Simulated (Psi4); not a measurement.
Reaction (SMILES): C=O (CH2-O) → [CH-]=O + H+
B3LYP-D3(BJ)/def2-TZVP geometries, fixed; electronic energies without zero-point terms.
Largest species:
```xyz
4

O     -0.0009    -0.0102     0.6728
C      0.0007     0.0079    -0.5259
H     -0.0027     0.9554    -1.0993
H      0.0057    -0.9218    -1.1276
```

Effect of the grid (radial, spherical points) at M06-2X/cc-pVTZ with Psi4, against the last row, where the deprotonation energy is 409.38 kcal/mol. Cost is core time over that of grid: 75, 302, rough, on shared machines of one kind.

```csv
setting,"grid points, largest species",largest shift of a total energy (mEh),shift of the deprotonation energy (kcal/mol),cost
"grid: 35, 110",15118,-0.162,-0.176,0.5×
"grid: 50, 194",38121,-0.089,0.066,0.6×
"grid: 75, 302",87455,-0.030,0.024,1×
"grid: 99, 590",224867,0.004,-0.002,2×
"grid: 150, 974",559973,0.000,0.000,5×
```

Within 0.1 kcal/mol in the deprotonation energy: grid: 50, 194; grid: 75, 302; grid: 99, 590. The largest shift is 0.162 mEh in a total energy and 0.176 kcal/mol in the difference.
